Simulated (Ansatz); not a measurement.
Pyrite RuS₂ was calculated with PBEsol (Ansatz, a program for electronic structure, plane waves, PAW).

Numerical settings: plane-wave cutoff 520 eV, 6×6×6 k mesh, no spin polarisation, scalar-relativistic PAW data made under PBE.

Computed at the level's own relaxed cell.

Elastic tensor (GPa, Voigt notation, ions relaxed):

```
  448.7    71.9    71.9     0.0     0.0     0.0
   71.9   448.7    71.9     0.0     0.0     0.0
   71.9    71.9   448.7     0.0     0.0     0.0
    0.0     0.0     0.0   104.6     0.0     0.0
    0.0     0.0     0.0     0.0   104.6     0.0
    0.0     0.0     0.0     0.0     0.0   104.6
```

Worked from these constants: the tetragonal shear constant is C′ = (C11 − C12)/2 = 188.4 GPa against C44 = 104.6 GPa, so the C44 shear is the softer. The Zener ratio C44/C′ is 0.56 (1 for an isotropic solid), and the Cauchy pressure C12 − C44 is -32.7 GPa. With C11 + 2C12 = 592.5 GPa all three Born conditions hold; they don't test modes at the zone boundary.
